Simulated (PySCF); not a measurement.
## Dipole moment and polarisability across levels of theory

Phosphorus pentafluoride, PF5.
SMILES: `FP(F)(F)(F)F`

PySCF, dipoles from the SCF density, polarisabilities from static response with core orbitals frozen. Geometry: PBE0-D3(BJ)/def2-SVP; no solvent, vibrations or thermal averaging.

Q: How do dipole and polarisability depend on functional and basis here?

A: 

```json
{"level": "LDA/def2-SVPD", "α (Å³)": "4.19", "error (%)": "+14.9", "anisotropy (Å³)": "0.17"}
{"level": "PBE/def2-SVPD", "α (Å³)": "4.20", "error (%)": "+15.2", "anisotropy (Å³)": "0.17"}
{"level": "B3LYP/def2-SVPD", "α (Å³)": "3.97", "error (%)": "+8.8", "anisotropy (Å³)": "0.15"}
{"level": "PBE0/def2-SVPD", "α (Å³)": "3.92", "error (%)": "+7.4", "anisotropy (Å³)": "0.14"}
{"level": "HF/def2-SVPD", "α (Å³)": "3.38", "error (%)": "-7.4", "anisotropy (Å³)": "0.11"}
```

Reference polarisability: 3.650 Å³ (measured, gas; NIST CCCBDB Release 22 (SRD 101), experimental polarizabilities). The anisotropy is √(½[(α1 − α2)² + (α2 − α3)² + (α3 − α1)²]). For the polarisability, the smallest error is 7.4% (HF/def2-SVPD and PBE0/def2-SVPD) and the largest 15.2% (PBE/def2-SVPD). The dipole stays under 0.05 D at every level. In one basis (def2-SVPD) the functionals order the polarisability from HF (lowest) to PBE (highest), a spread of 24%. Measured values can belong to vibrating molecules; the computed ones are for one fixed geometry.
